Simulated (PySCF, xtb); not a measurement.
methane cation (CH₄), SMILES C (connectivity only; charge and spin as stated), charge +1, multiplicity 2.

The structure is a stationary point at B3LYP-D3(BJ)/def2-TZVPD. The multiplicity is an assumed one; other spin states were not compared.

Calculation: IEF-PCM-M06-2X/def2-TZVPD in PySCF.

The values are the electrostatic part of the solvation free energy, E(continuum) − E(gas) at the gas-phase geometry, in a cavity of scaled van der Waals radii (PySCF's table); cavitation and dispersion terms are not included.

Q: Estimate the values in water (ε = 78.36), dimethylsulfoxide (ε = 46.83), cyclohexanone (ε = 15.62). (An estimate is asked for; the answer gives what the named calculation found.)

A: 
```tsv
solvent	ε	ΔG(elec) (kcal/mol)
water	78.36	-78.1
dimethylsulfoxide	46.83	-77.4
cyclohexanone	15.62	-74.1
```

For comparison, GFN2-xTB/ALPB(water) (xtb, at the GFN2-xTB geometry, all terms of that model) gives -83.1 kcal/mol.
